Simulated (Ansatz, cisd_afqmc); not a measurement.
Species: CN, charge 1, singlet. A triplet may lie lower; no result for it is given here. CN+ (parent SMILES [C]#N, singlet).
B3LYP-D3(BJ)/def2-TZVP minimum from Ansatz (a program for electronic structure):
```xyz
2

C      0.0000     0.0000    -0.6312
N      0.0000     0.0000     0.5411
```
Charge +1, spin multiplicity 1.

Total energies in aug-cc-pVDZ, 8 correlated electrons, 2 frozen orbitals. UHF or UKS for unpaired electrons; spin-orbit terms are left out. Cores are frozen in correlated methods. No relativity. The Monte Carlo rows (phaseless AFQMC, CISD trial, step 0.005/hartree) carry one-sigma bars that omit the constraint's bias. Outlying blocks are dropped, and bars are widened where a walk drifts. Over all cases where full CI ran beside it in this data, AFQMC minus full CI had a median of +0.1 mEh and passed +0.4 mEh in a tenth of the cases. The T1 diagnostic of CN+ (parent SMILES [C]#N, singlet) reaches 0.073 in the sets run. The restricted determinant of CN+ (parent SMILES [C]#N, singlet) is unstable towards broken spin symmetry in at least one set run.

```csv
method,program,energy (Eh),minus CCSDTQ (mEh)
HF,Ansatz,-91.62252,381.24
MP2,Ansatz,-91.97453,29.23
CCSD,Ansatz,-91.97062,33.14
CCSD(T),Ansatz,-92.00594,-2.18
CCSDT(Q),Ansatz,-92.00571,-1.95
CCSDTQ,Ansatz,-92.00376,0.00
AFQMC/CISD,cisd_afqmc,-91.9942 ± 0.0004,9.5 ± 0.4
```

Rough core times of Ansatz's runs on a shared machine: CCSD(T) under 20 s, CCSDT(Q) under 20 s, CCSDTQ 4 min.
